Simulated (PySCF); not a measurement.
Compound: F₂H₂P₂.
Atom-mapped SMILES: `[F:1][P:2]([F:3])[PH2:4]` (hydrogens: H5, H6 on P4)

Computed, not measured: core-valence-separated Tamm–Dancoff BHandHLYP/aug-pcX-1 (pcseg-1 on H, def2-SVPD on P) in PySCF, non-relativistic, gas phase, PBE0-D3(BJ)/def2-SVP geometry. The energies are unshifted.

Task: What does the F 1s absorption edge look like?

Result: 
```
E (eV)       f  core hole on               main final orbital
684.56  0.0471         F1/F3       LUMO+1 (2 roots, f summed)
685.60  0.0213         F1/F3         LUMO (2 roots, f summed)
687.02  0.0198         F1/F3  LUMO/LUMO+4 (2 roots, f summed)
687.69  0.0127         F1/F3       LUMO+2 (2 roots, f summed)
688.24  0.0012         F1/F3       LUMO+3 (2 roots, f summed)
```

The first line with a tenth or more of the strongest one's intensity is at 684.56 eV (f = 0.047, sum of 2), with the hole on F1/F3 (phosphorus-bound fluorine). It is also the strongest listed.

Roots within 0.03 eV whose holes lie on the same, on equivalent or on shared atoms are summed into one line, and the highest roots are left out, as the search may have cut off their partners. Final orbitals are the ground state's empty Kohn–Sham orbitals.

The list ends where the root search ended, not at a threshold.

The values belong to the conformer `[F:1][P:2]([F:3])[PH2:4]`: H–P4–P2–F1 174°, H–P4–P2–F1 81°.
